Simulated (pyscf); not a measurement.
## Routes from HO–SiH: [singlet] + water (H₂O)

Candidate steps break at most two bonds and form at most two. Each was searched with GFN2-xTB (tblite) first. PySCF, gas phase, ωB97X-D3(BJ)/def2-SVP geometries. Energies: ωB97M-D3(BJ)/def2-TZVP, kcal/mol, from the separated reactants, singlet surface; ΔG‡ with ideal gas, 1 atm, RRHO with modes under 100 cm⁻¹ raised to 100, one conformer, R ln 2 for chiral ones without a mode under 150 cm⁻¹.

```tsv
products	type	ΔE‡	ΔE	ΔG‡ 298 K	ΔG‡ 900 K	ν‡ (cm⁻¹)
HO–SiH: [singlet] + H₂O	four-centre exchange (H–O, O–Si broken, O–Si, H–O formed)	0.4	0.0	10.5	32.5	1089i
HO–Si:–OH [singlet] + H₂	four-centre exchange	5.8	-36.2	14.5	35.1	1423i
HO–SiH₂–OH	insertion	14.2	-69.3	22.8	42.9	1563i
HO–SiH: [singlet] + H₂O	four-centre exchange (H–O, H–O broken, H–O, H–O formed)	37.5	0.0	45.5	65.5	1720i
O=SiH–OH + H₂	concerted two-bond exchange	60.3	-26.3	65.5	84.2	1318i
```

Row 1: On the reactant side the descent ends in an adduct with a O–Si contact, 11.5 kcal/mol under the separated species and 10.9 kcal/mol under the saddle at ωB97X-D3(BJ)/def2-TZVP. On the product side the descent ends in an adduct with a O–Si contact, 12.2 kcal/mol under the separated species and 11.6 kcal/mol under the saddle at ωB97X-D3(BJ)/def2-TZVP. Row 2: On the reactant side the descent ends in a bound adduct, 11.1 kcal/mol under the separated species and 16.6 kcal/mol under the saddle at ωB97X-D3(BJ)/def2-TZVP. Row 3: On the reactant side the descent ends in an adduct with a O–Si contact, 11.5 kcal/mol under the separated species and 23.6 kcal/mol under the saddle at ωB97X-D3(BJ)/def2-TZVP. Row 4: On the reactant side the descent ends in a complex, 7.1 kcal/mol under the separated species and 45.4 kcal/mol under the saddle at ωB97X-D3(BJ)/def2-TZVP. On the product side the descent ends in a complex (not fully relaxed), 7.1 kcal/mol under the separated species and 45.4 kcal/mol under the saddle at ωB97X-D3(BJ)/def2-TZVP. Row 5: On the reactant side the descent ends in an adduct with a O–Si contact, 11.5 kcal/mol under the separated species and 73.4 kcal/mol under the saddle at ωB97X-D3(BJ)/def2-TZVP. 

Plain bond fissions and candidates not yet searched are not listed, and one of them may be faster. Each barrier is that of the saddle found; lower ones may exist. One closed-shell reference is unstable to symmetry breaking; treat the single-reference values with care.
